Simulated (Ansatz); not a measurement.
Reaction (SMILES): F (HF) → [F-] + H+
B3LYP-D3(BJ)/def2-TZVP geometries, fixed; electronic energies without zero-point terms.

Effect of a fitting basis named in the input at wB97M-V/cc-pVTZ with Ansatz (a first-principles code), against the last row, where the deprotonation energy is 397.46 kcal/mol. The default fits or decomposes integrals by the program's own choice; accuracy: high also tightens integrals, grids and stops.

```
setting                        largest shift of a total energy (mEh)  shift of the deprotonation energy (kcal/mol)
-----------------------------  -------------------------------------  --------------------------------------------
fitting: def2-SV(P)-JKFIT                                     -0.035                                         0.007
fitting: def2-universal-JKFIT                                 -0.035                                         0.007
fitting: cc-pVTZ-JKFIT                                        -0.015                                        -0.003
fitting: cc-pVQZ-JKFIT                                        -0.015                                        -0.003
fitting: cc-pV5Z-JKFIT                                        -0.015                                        -0.004
accuracy: high                                                -0.002                                         0.000
accuracy: medium (default)                                     0.000                                         0.000
```

Within 0.02 kcal/mol in the deprotonation energy: fitting: def2-SV(P)-JKFIT; fitting: def2-universal-JKFIT; fitting: cc-pVTZ-JKFIT; fitting: cc-pVQZ-JKFIT; fitting: cc-pV5Z-JKFIT; accuracy: high. The largest shift is 0.035 mEh in a total energy and 0.007 kcal/mol in the difference.
